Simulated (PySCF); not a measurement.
Level of theory: PySCF, PBE, basis C def2-TZVP, F def2-TZVP (no relativity, density fitting). Open shells, if any, are unrestricted.

**Question.** What shape and geometry does isolated singlet CF₄ take (every ligand bound to C)?

**Answer.** Counting electrons, carbon keeps none of its valence electrons outside its bonds, so the VSEPR class is AX4 and the expected shape is tetrahedral (Td), as computed. The lowest minimum found is a singlet of Td symmetry with C–F 1.337 Å (×4); F–C–F 109.5° (×6). Its harmonic wavenumbers are 412 (e), 599 (t2), 867 (a1), 1199 (t2) cm⁻¹ and its dipole moment is 0.00 D.
